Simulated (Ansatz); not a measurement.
**Scan of the C1–H5 bond length**

CH$_{5}$NaSi (SMILES C[SiH2][Na]), singlet, at its PBE0-D4/def2-TZVP minimum:

C1  (-0.736, 0.765, -0.152)
Si2  (0.528, -0.658, -0.019)
Na3  (2.172, -0.759, 2.203)
H4  (-1.324, 0.695, -1.071)
H5  (-0.231, 1.734, -0.147)
H6  (-1.428, 0.749, 0.694)
H7  (1.303, -0.610, -1.311)
H8  (-0.284, -1.916, -0.196)
(Å)

The bond length C1–H5 (1.093 Å at the minimum) is set to the values below, the two halves moving rigidly along the bond. Each method's energies count from its own value at the PBE0-D4 minimum structure. Ansatz 0.2.0; basis: def2-TZVPP; cores frozen in the correlated methods. The outer core shell of Li, Na, Mg and K is correlated. The def2 sets are not built for correlating such inner shells, so the correlated values are less sure here.

CCSD(T) energies along the scan:
```
bond length (Å)  CCSD(T) (kJ/mol)
          0.962              35.3
          1.000              16.5
          1.056               2.3
          1.121               1.2
          1.193              13.0
          1.270              35.5
          1.353              66.5
          1.440             102.7
          1.530             141.6
```
They count from the CCSD(T) energy at the PBE0-D4 minimum.

Largest difference from the CCSD(T) curve over the scan: PBE-D4 8.6; wB97M-V 5.7; HF 18.0; MP2 10.4 kJ/mol. Each curve counts from its own value at the minimum.

No T1 diagnostic of these runs exceeds 0.012.

For scale, one of the runs: CCSD(T)/def2-TZVPP, 175 basis functions (an equivalent command: `ansatz run in.yaml --threads 2`). The run took 47 s on 2 CPU threads (shared host), with 1.6 GiB of host memory at its peak.
